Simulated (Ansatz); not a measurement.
Abridged output of a molecular run in Ansatz:

```
Functional definition: HF
1012 factors; integrals over basis functions are off by at most 9.4e-4 eV
mean field evaluation 1: about -18682.8296 eV, gradient 4.2e1 eV
mean field evaluation 2: about -18682.9929 eV, gradient 4.2e1 eV
mean field evaluation 4: about -18687.1242 eV, gradient 4.5e0 eV
mean field evaluation 8: about -18687.2003 eV, gradient 3.9e-1 eV
mean field -18687.20109370 eV, -686.7419735535 hartree, gradient 2.0e-6 eV, S^2 0.000000; 0 other end points of the search recorded, 0 dependent functions left out
10 core orbitals not correlated: weight in the atoms' cores, before any rotation towards them, 1.000 or more for the frozen orbitals, at most 0.000 for the correlated occupied ones
reference -18687.20109370 eV, -686.7419735535 hartree; 17, 17 occupied and 76, 76 virtual orbitals, 1012 factors
second order -24.01728136 eV of doubles, -0.00000000 eV of singles
cycle   1  -24.20364330 eV  change   -1.9e-1 eV  update   1.2e-1
cycle   2  -24.83281368 eV  change   -6.3e-1 eV  update   3.5e-2
cycle   3  -24.99049065 eV  change   -1.6e-1 eV  update   1.8e-2
cycle   4  -24.99269452 eV  change   -2.2e-3 eV  update   5.0e-3
cycle   5  -24.99478208 eV  change   -2.1e-3 eV  update   2.3e-3
cycle   6  -24.99583810 eV  change   -1.1e-3 eV  update   6.2e-4
cycle   7  -24.99571175 eV  change    1.3e-4 eV  update   2.1e-4
cycle   8  -24.99567622 eV  change    3.6e-5 eV  update   6.3e-5
cycle   9  -24.99568151 eV  change   -5.3e-6 eV  update   2.6e-5
perturbative correction -0.79843980 eV, -0.0293421215 hartree
Total energy: -18712.99521501 eV, -687.6898900279 hartree
```

Its atoms:

Cartesian coordinates in Å:
```
C -1.5670 0.6272 1.3597
C -0.7413 0.1633 0.6273
C 0.2871 -0.3753 -0.2518
O -0.2697 -1.2745 -1.1149
F 1.2453 -0.9938 0.5235
S 1.1184 0.9405 -1.2258
H -2.3061 1.0366 2.0075
H 0.4155 -1.5549 -1.7348
H 1.8179 1.4309 -0.1907
```

(1) Which basis set was used?
A. def2-SVPD
B. def2-TZVPP
C. def2-SVP
D. def2-TZVPPD

(2) Write the keys of the input that set method, charge and spin (a neutral closed shell needs none for the last two).

Answers

(1) C. It gives 103 functions.

(2) 
```yaml
correlation: {method: ccsd_t}
```
